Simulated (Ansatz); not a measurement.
A made-up structure of CH4AlSi, doublet:

```json
{"atom": "C1", "x (Å)": "-0.5945", "y (Å)": "-0.1070", "z (Å)": "-0.5522"}
{"atom": "Al2", "x (Å)": "0.2691", "y (Å)": "0.7999", "z (Å)": "0.9965"}
{"atom": "Si3", "x (Å)": "1.2754", "y (Å)": "-0.4029", "z (Å)": "-0.7351"}
{"atom": "H4", "x (Å)": "-1.3354", "y (Å)": "-0.9036", "z (Å)": "-0.5025"}
{"atom": "H5", "x (Å)": "2.6525", "y (Å)": "-0.1459", "z (Å)": "-0.9674"}
{"atom": "H6", "x (Å)": "-0.1243", "y (Å)": "1.7129", "z (Å)": "2.2254"}
{"atom": "H7", "x (Å)": "1.4791", "y (Å)": "-1.8222", "z (Å)": "-0.2666"}
```

It is relaxed with PBE-D4/def2-SVP and then PBE0-D4/def2-TZVP (Ansatz 0.2.0). Atoms count as bonded within 1.22 times the sum of their covalent radii (H–H: 0.88 Å). The end point is not checked to be a true minimum.

Task: Does its bonding change? (A judgement: the text doesn't fix the answer.)

Result: By the calculation: No: no bond forms or breaks.

Where it ends: The first stage lowers the energy by 1.24 eV in 8 steps. It ends as CH₄AlSi ([CH]1[AlH][SiH2]1):
| atom | x (Å) | y (Å) | z (Å) |
| --- | --- | --- | --- |
| C1 | -0.3887 | -0.1064 | -0.4471 |
| Al2 | 0.1381 | 0.8879 | 1.0320 |
| Si3 | 1.2995 | -0.7102 | -0.4195 |
| H4 | -1.2794 | -0.6984 | -0.6435 |
| H5 | 2.3660 | 0.0501 | -1.1319 |
| H6 | -0.1838 | 1.8632 | 2.2299 |
| H7 | 1.6699 | -2.1550 | -0.4220 |

Labels in which every atom is bracketed show which atoms are joined, not bond orders.

For scale, one of the runs: PBE0-D4/def2-TZVP relaxation, 129 basis functions, launched by `ansatz run in.yaml --threads 2 --pin off --events-out ev --progress --plain --max-ram 4352MiB`. The run took about 30 s on 2 CPU threads of an Arm Neoverse V1 (shared host).
